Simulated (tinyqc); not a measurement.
Worked calculation: Hueckel theory of the pi electrons, for the molecule c1ccoc1 (SMILES; centres numbered as the heavy atoms are written). Computed by tinyqc, a small Python program that keeps every step. Settings: charge = 0. Command: `OMP_NUM_THREADS=1 python tinyqc.py 20386 20387 out.jsonl` (the two numbers bound the seeds that draw the settings). One thread of a shared host (Intel(R) Xeon(R) Processor @ 2.60GHz), about 0.01 s of CPU time with the checks.

## The Hueckel matrix

Centres:
```
centre,"z_r, pi electrons of the neutral centre",h
1C,1,0.0000
2C,1,0.0000
3C,1,0.0000
4O,2,2.0000
5C,1,0.0000
```

Bonds:
```
i,j,k
1,2,1
2,3,1
3,4,0.8000
4,5,0.8000
5,1,1
```

H_rr = alpha + h_r beta, H_rs = k_rs beta for bonded centres.

Hueckel matrix in units of beta (H = alpha + beta A), lower triangle:
```
,1C,2C,3C,4O,5C
1C,0.0000
2C,1.0000,0.0000
3C,0.0000,1.0000,0.0000
4O,0.0000,0.0000,0.8000,2.0000
5C,1.0000,0.0000,0.0000,0.8000,0.0000
```

## Orbitals

pi electrons, sum of z_r less the charge = 6

Diagonalise; E = alpha + x beta with beta < 0, so the largest x are filled first; degenerate levels share their electrons. P = sum n_i c_ri c_si; each orbital has its largest coefficient positive (the first on a tie).

x values: 2.6333  1.3143  0.6180  -0.9477  -1.6180

occupations: 2.0000  2.0000  2.0000  0.0000  0.0000

coefficients:
```
,MO1,MO2,MO3,MO4,MO5
1C,0.2026,0.6046,-0.3717,-0.3056,0.6015
2C,0.2026,0.6046,0.3717,-0.3056,-0.6015
3C,0.3309,0.1901,0.6015,0.5953,0.3717
4O,0.8360,-0.4435,0.0000,-0.3231,0.0000
5C,0.3309,0.1901,-0.6015,0.5953,-0.3717
```

charge and bond-order matrix P, lower triangle:
```
,1C,2C,3C,4O,5C
1C,1.0896
2C,0.5368,1.0896
3C,-0.0833,0.8111,1.0149
4O,-0.1975,-0.1975,0.3847,1.7912
5C,0.8111,-0.0833,-0.4324,0.3847,1.0149
```

## Energy, charges, bond orders

E = sum n x; q_r = z_r - P_rr; bond order p = P_rs; free valence = sqrt(3) - sum of p over the bonds of the atom.

pi energy = 6 alpha + this times beta = 9.1314

pi charges: 1C -0.0896, 2C -0.0896, 3C -0.0149, 4O 0.2088, 5C -0.0149

Bond orders and lengths from R = 1.517 - 0.180 p (angstrom, C-C alone):
```
bond,p,R
1-2,0.5368,1.4204
2-3,0.8111,1.3710
3-4,0.3847,-
4-5,0.3847,-
5-1,0.8111,1.3710
```

free valence of the carbons: 1C 0.3842, 2C 0.3842, 3C 0.5362, 5C 0.5362

gap between the highest filled and the next level = 1.5657 |beta|
